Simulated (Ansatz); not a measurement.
# BH6Si: the cost of one run

All numbers below are computed with Ansatz 0.2.0 (UKS B3LYP-D4/def2-SVP).

### 1 The starting structure

Bond lengths: B1–H3 1.190 Å, B1–H4 1.190 Å, Si5–H6 1.460 Å, Si5–H7 1.460 Å, Si5–H8 1.460 Å. Angles: H3–B1–H4 120.0°, H6–Si5–H7 109.4°, H6–Si5–H8 109.4°, H7–Si5–H8 109.4°.

Structure file:

```xyz
8

B     0.0000    0.0000    0.0000
H     0.0000    0.0000    1.4400
H     1.0305    0.0000   -0.5950
H    -1.0305    0.0000   -0.5950
Si    0.0000    0.0000    3.2000
H    -0.7436   -1.1581    3.6874
H     1.3747   -0.0649    3.6874
H    -0.6311    1.2230    3.6874
```

### 2 A restrained relaxation towards end A

Springs on the bonds that form and break draw the guess towards this end; the thresholds are loose.

Contents of input.yaml:

```yaml
crystal:
  periodic: [false, false, false]
  atoms:
    - { symbol: B, position_ang: [0.0, 0.0, 0.0] }
    - { symbol: H, position_ang: [0.0, 0.0, 1.44] }
    - { symbol: H, position_ang: [1.0305, 0.0, -0.595] }
    - { symbol: H, position_ang: [-1.0305, 0.0, -0.595] }
    - { symbol: Si, position_ang: [0.0, 0.0, 3.2] }
    - { symbol: H, position_ang: [-0.7436, -1.1581, 3.6874] }
    - { symbol: H, position_ang: [1.3747, -0.0649, 3.6874] }
    - { symbol: H, position_ang: [-0.6311, 1.223, 3.6874] }
magnetization:
  spin_polarized: true
  initial_magnetization: 1
basis:
  gaussian: { orbitals: def2-SVP }
hamiltonian:
  xc: b3lyp
  dispersion: d4
relax:
  f_tol: 0.15
  max_steps: 25
  restrain:
    - { distance: [1, 4], at: 2.66, k: 30.0 }
    - { distance: [0, 1], at: 1.19, k: 30.0 }
output:
  orbitals: {}
```

On the command line:

```sh
$ ansatz run input.yaml --threads 1 --pin off --max-ram 2048MiB --backend cpu --events-out ev --progress --plain --runs-dir out
```

**Question.** How long does this run take on 1 thread of Arm Neoverse V1, shared host, and how much memory does it need?

About 18 s, with a peak of 0.14 GiB.
